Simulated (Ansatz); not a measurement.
CH4N2, SMILES N=CN: the interaction energy of a dimer with the counterpoise correction, run with Ansatz 0.2.0 through its Python package.

`run_dimer.py`:
```python
# -*- coding: utf-8 -*-
"""Interaction energy of two CH4N2 molecules, with the counterpoise correction."""

import logging
import sys

import ansatz as az

logging.basicConfig(stream=sys.stdout, format="%(name)s: %(message)s")
log = logging.getLogger("calc")
log.setLevel(logging.INFO)

FIRST = [
    ("N", (-0.8862, -0.858, -0.5529)),
    ("C", (-0.218, 0.185, -0.2154)),
    ("N", (0.94, 0.0446, 0.3957)),
    ("H", (-1.7111, -0.4672, -1.0343)),
    ("H", (-0.5065, 1.2281, -0.4161)),
    ("H", (1.2303, 0.7704, 1.0804)),
    ("H", (1.1518, -0.9031, 0.7424)),
]
SECOND = [
    ("N", (-0.5042, 3.137, -2.4153)),
    ("C", (-1.6731, 2.8499, -1.9688)),
    ("N", (-2.4288, 3.8042, -1.4664)),
    ("H", (-0.1576, 2.2337, -2.7742)),
    ("H", (-2.1439, 1.8551, -1.9878)),
    ("H", (-3.0881, 3.5628, -0.7003)),
    ("H", (-1.955, 4.7016, -1.2837)),
]

def energy(atoms, ghosts=()):
    molecule = az.Crystal.molecule()
    for symbol, xyz in atoms:
        molecule = molecule.atom(symbol, xyz)
    calc = (
        molecule.calculation()
        .basis(gaussian="def2-SVP")
        .functional("B3LYP", dispersion="d4")
        .accuracy("medium")
    )
    deck = calc.input()
    if ghosts:
        deck = deck.set(az.key.basis.gaussian.ghost_atoms, [{"symbol": s, "position_ang": list(xyz)} for s, xyz in ghosts])
    return az.Session.from_dict(deck).plan().execute().report["free_energy_ev"]

# ghost atoms carry the functions of the partner
both = energy(FIRST + SECOND)
alone = energy(FIRST) + energy(SECOND)
ghosted = energy(FIRST, SECOND) + energy(SECOND, FIRST)
log.info(f"dimer {both:.6f} eV")
log.info(f"interaction, uncorrected   {23.060548 * (both - alone):8.3f} kcal/mol")
log.info(f"interaction, counterpoise  {23.060548 * (both - ghosted):8.3f} kcal/mol")
log.info(f"basis-set superposition    {23.060548 * (alone - ghosted):8.3f} kcal/mol")
```

How large is the interaction at this pose, and how much of it is basis-set superposition?

Uncorrected it is -1.665 kcal/mol, with the counterpoise correction -0.576 kcal/mol; the difference, 1.09 kcal/mol, is the superposition error.

The output:

```console
$ python run_dimer.py
calc: dimer -8157.666914 eV
calc: interaction, uncorrected     -1.665 kcal/mol
calc: interaction, counterpoise    -0.576 kcal/mol
calc: basis-set superposition       1.089 kcal/mol
```

Caveats:
- These settings explore the input space; basis and method may be short of convergence.
- The dimer is a generated trial pose of unrelaxed monomers, not a minimum, so the figure is no binding energy, and the basis set is small.
- b3lyp holds the VWN-RPA fit, as in Gaussian; the form of ORCA and Turbomole is b3lyp5.
- Wall time of the script: 14 s on 1 thread of Arm Neoverse V1 (shared host), peak memory 0.29 GiB.
